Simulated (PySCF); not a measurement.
# How the method moves the HOMO and LUMO of 2,2,2-trifluoroethanol

Species: 2,2,2-trifluoroethanol, C2H3F3O.
Cartesian coordinates in Å at the PBE0-D3(BJ)/def2-SVP level; atoms count from 1:
```
atom  x, y, z in Å
O1    -0.734   -0.876   -1.135
C2    -0.682    0.127   -0.177
C3     0.614    0.093    0.605
F4     1.659    0.180   -0.234
F5     0.684    1.120    1.454
F6     0.757   -1.030    1.302
H7    -0.008   -0.738   -1.754
H8    -1.509   -0.026    0.532
H9    -0.781    1.149   -0.593
```

Basis pcSseg-2 throughout (PySCF), one geometry. One conformer (not necessarily the lowest) at the PBE0-D3(BJ)/def2-SVP geometry, without solvent, vibrations or thermal averaging.

Problem. How do the orbital energies, the gap and the dipole change with the method?

Solution. 
```
method          kind  HOMO (eV)  LUMO (eV)  gap (eV)  μ (D)  SCF cycles
  OPBE           GGA      -7.05      -0.23      6.82   1.52          14
  BLYP           GGA      -7.10      -0.44      6.65   1.58          15
   PBE           GGA      -7.14      -0.39      6.75   1.56          15
  BP86           GGA      -7.26      -0.26      7.00   1.57          15
   LDA           LDA      -7.32      -0.53      6.79   1.62          14
    HF  Hartree–Fock     -13.33       2.68     16.01   1.86          10
```

The HOMO spans 6.28 eV, from OPBE down to HF, and the gap runs from 6.65 eV (BLYP) to 16.01 eV (HF). The dipole ranges from 1.52 D (OPBE) to 1.86 D (HF). This basis has no diffuse functions.

The vertical ΔSCF ionisation energy at CAM-B3LYP/def2-SVPD is 11.83 eV; −ε(HOMO) comes closest to it with HF (13.33 eV).
